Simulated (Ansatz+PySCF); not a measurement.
Results of a calculation; reference values are marked as such.
## Ansatz (development build ahead of 0.2.0) run

```yaml
crystal:
  periodic: [false, false, false]
  atoms:
    - { symbol: B, position_ang: [0.00917, 0.00398, 0.88117] }
    - { symbol: B, position_ang: [-0.00428, -0.00894, -0.88217] }
    - { symbol: H, position_ang: [0.98501, 0.00543, 0.00086] }
    - { symbol: H, position_ang: [-0.99983, -0.00429, -0.00631] }
    - { symbol: H, position_ang: [0.00147, 1.05207, 1.47657] }
    - { symbol: H, position_ang: [0.00641, -1.05097, 1.45904] }
    - { symbol: H, position_ang: [0.00168, 1.05447, -1.45729] }
    - { symbol: H, position_ang: [0.00916, -1.05179, -1.4627] }
basis:
  gaussian: { orbitals: def2-SVP }
hamiltonian:
  xc: hf
correlation:
  method: mp2
  frozen_orbitals: { B: 1, H: 0 }
scf:
  omitted_lower_state_checks: [stability, starts, atomic_configurations, cluster_reference, orbital_swaps, given_window_search, neighbouring_geometries, increment]
```

The input is written out in the form of the current development build from the run's settings.

Results

```yaml
Converged: yes
Reference_energy: -52.77815 hartree
Correlation_energy: -0.21630 hartree
Total_energy: -52.99445 hartree
Spin_squared_of_the_determinant: 0.000
```
